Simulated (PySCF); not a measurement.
Species: HCl.
InChI=1S/ClH/h1H

The closed-shell ground state was solved at several levels (PySCF, density fitting, gas phase, non-relativistic). Isolated species at its PBE0-D3(BJ)/def2-TZVP geometry, gas phase.

```tsv
level	basis functions	total energy (Eh)	HOMO (eV)	LUMO (eV)	gap (eV)	dipole (D)
CAM-B3LYP/aug-cc-pVTZ	73	-460.8402	-10.96	0.04	11.00	1.15
PBE0/aug-cc-pVTZ	73	-460.6734	-9.51	-0.43	9.08	1.14
PBE0/pcSseg-2	57	-460.6747	-9.48	0.10	9.58	1.29
B97-2/pcSseg-2	57	-460.8650	-9.21	0.07	9.28	1.28
KT3/pcSseg-2	57	-463.9039	-8.13	-0.95	7.18	1.23
wB97X-D/pcSseg-2	57	-460.8285	-11.42	1.93	13.35	1.30
```

Q: Estimate the row for wB97X-D/aug-cc-pVTZ, a basis of 73 functions; the other rows only guide the guess.

A: Total energy -460.8259 Eh, HOMO -11.44 eV, LUMO 0.76 eV, gap 12.20 eV, dipole 1.14 D.

Q: Over all these levels, which gives the widest orbital gap and which the narrowest?

A: wB97X-D/pcSseg-2 (range-separated hybrid) has the widest, 13.35 eV, and KT3/pcSseg-2 (GGA) the narrowest, 7.18 eV. The two share the basis. From the narrowest to the widest the HOMO moves by -3.29 eV and the LUMO by +2.88 eV.

Q: In the pcSseg-2 basis, how does the gap go with the fixed share of exact exchange?

A: KT3 (0 %) 7.18 eV; B97-2 (21 %) 9.28 eV; PBE0 (25 %) 9.58 eV. Each rise in the share widens the gap here.

Q: How far do the dipole and the HOMO energy spread over the levels?

A: The dipole runs from 1.14 to 1.30 D (mean 1.22 D) and the HOMO from -11.44 to -8.13 eV.

Note: wB97X-D ran without an empirical dispersion term, which enters the total energy and its gradient alone.
